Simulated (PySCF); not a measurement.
CF₂ (triplet state).
Bonds: F1–C2, C2–F3.

The species is `[C](F)F` [triplet].

The calculation used UKS B3LYP, pcH-1 on C F, non-relativistic, mean-field spin-orbit, GIAO in PySCF. Isolated species at its GFN2-xTB geometry, gas phase. This triplet need not be the ground state; the singlet was not compared here. A GFN2-xTB geometry isn't a minimum of the functional, and hyperfine couplings can be far from their values at a DFT geometry.

(1) What is the g tensor, term by term?

(2) Average each term over the three axes. Which is largest in size?

(3) What effective moment and Curie constant follow for a powder at temperatures where kT is far above the zero-field splitting?

Answers

(1) 
```
                    Δg (ppm)     1     2     3
relativistic mass correction  -253  -253  -253
            gauge correction    59    13    32
   orbital Zeeman/spin–orbit    28   931  1274
                       total  -166   691  1052
```

So g = 2.00215, 2.00301, 2.00337 and g_iso = 2.00284; the tensor is rhombic: the two nearest values differ by 30 % of g3 − g1. Axes: g2 is normal to the molecular plane.

(2) The orbital-Zeeman/spin–orbit term 744, the mass correction -253 and the gauge correction 34 ppm, for a total of 526 ppm. The orbital-Zeeman/spin–orbit term is the largest in size. The mass correction is the same along every axis, so the anisotropy comes from the other two: their spans along these axes are 46 (gauge) and 1245 ppm (orbital Zeeman/spin–orbit).

(3) With the mean of g² = 4.0114 and S(S+1) = 2.00: μ_eff = √(⟨g²⟩S(S+1)) = 2.832 μB and χT = 0.12505·⟨g²⟩·S(S+1) = 1.003 cm³ K/mol (cgs; spin-Hamiltonian part alone).

Largest spin populations (Mulliken): C2 (+1.71), F3 (+0.14) and F1 (+0.14).

The HOMO–LUMO gaps are 9.23 eV among the α and 7.94 eV among the β orbitals.
